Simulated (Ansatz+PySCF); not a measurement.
## doublet C3H7: levels of theory in one basis

```xyz
10

C     0.0177    0.5456    0.0000
C     0.0177   -0.1980    1.2916
C     0.0177   -0.1980   -1.2916
H    -0.3194    1.5771    0.0000
H     0.2249    0.4609    2.1385
H     0.2249    0.4609   -2.1385
H    -0.9692   -0.6917    1.4881
H     0.7707   -0.9936    1.2862
H     0.7707   -0.9936   -1.2862
H    -0.9692   -0.6917   -1.4881
```

Basis set: cc-pVTZ (spherical functions). Left uncorrelated: 3 orbitals. Correlation on ROHF uses semicanonical orbitals with singles. Charge 0, multiplicity 2.

Computed with Ansatz (development build ahead of 0.2.0) and PySCF 2.14.0; each method stands on the lowest determinant of its kind that the runs found.

```
  method  E − E(ROHF) (eV)  <S²> of the determinant
    ROHF              0.00                     0.75
     UHF             -0.13                     0.76
ROHF-MP2            -13.89                        –
 UHF-MP2            -13.87                     0.76
```
